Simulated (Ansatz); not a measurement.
Geometry optimisation, UKS PBE-D4/6-31G (Ansatz 0.2.0).

Input:

```yaml
crystal:
  periodic: [false, false, false]
  atoms:
    - { symbol: F, position_ang: [-1.19116, -1.57439, 0.64643] }
    - { symbol: C, position_ang: [-0.10929, -1.00459, 0.07284] }
    - { symbol: Al, position_ang: [0.17695, 0.93705, -0.06478] }
    - { symbol: H, position_ang: [0.51432, -1.81253, -0.33485] }
    - { symbol: H, position_ang: [0.79487, 1.50101, -1.36182] }
    - { symbol: H, position_ang: [-0.18569, 1.95346, 1.04218] }
magnetization:
  spin_polarized: true
  initial_magnetization: 1
basis:
  gaussian: { orbitals: "6-31G" }
hamiltonian:
  xc: pbe
  dispersion: d4
relax:
  f_tol: 0.02
  max_steps: 50
```

Launched with:

```bash
$ ansatz run input.yaml --threads 1 --pin off --max-ram 2048MiB --backend cpu --events-out ev --progress --plain --runs-dir out
```

Q: Where does it end, and by what steps?

A: The forces met the threshold. Limits of this set-up: no polarisation functions. After 6 steps the energy has fallen by 0.268 eV; F1 moved furthest, 0.45 Å.

```tsv
step	energy less start (eV)	largest force component (eV/Å)	accepted
0	0.0000	1.695	yes
1	-0.1981	0.396	yes
2	-0.2035	1.034	yes
3	-0.2133	1.014	yes
4	-0.2634	0.363	yes
5	-0.2666	0.174	yes
6	-0.2680	0.014	yes
```

```xyz
6
Properties=species:S:1:pos:R:3
F -0.929 -1.549 1.010
C -0.127 -0.977 0.011
Al 0.178 0.957 -0.084
H 0.259 -1.772 -0.648
H 1.129 1.424 -1.301
H -0.510 1.917 1.012
```

Whether the end is a true minimum wasn't checked by a vibrational analysis.

The run took 14 s on 1 thread of Arm Neoverse V1 (shared host), peak memory 0.13 GiB.
